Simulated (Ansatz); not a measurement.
Basis-set extrapolation for `C[C@@H](F)[C@H](F)Cl` (PBE0-D4/def2-TZVP geometry, frozen core, the Gaussian-basis code of Ansatz). Multiplicity 1, RHF reference.

```
                      def2-TZVPP   def2-QZVPP
                 HF  -775.033516  -775.060089
    MP2 correlation    -1.196322    -1.297764
CCSD(T) correlation    -1.284132      not run
```

Energies in hartree. Use E(X) = E(∞) + A·exp(−7.88·√X) for Hartree–Fock and E(X) = E(∞) + B·X^(−2.97) for correlation, with X = 3 and 4, and add CCSD(T) minus MP2 of the smaller set to the MP2 limit.

Problem. What is the CCSD(T) energy at the basis-set limit?

Solution. HF limit: -775.060089 + (-0.026573) × 0.13774 = -775.06375. MP2 limit: -1.297764 + (-0.101442) × 0.74074 = -1.37291. Higher-order term: -1.284132 − (-1.196322) = -0.08781. Total: -776.52447 hartree, 543.0 kJ/mol below CCSD(T)/def2-TZVPP.
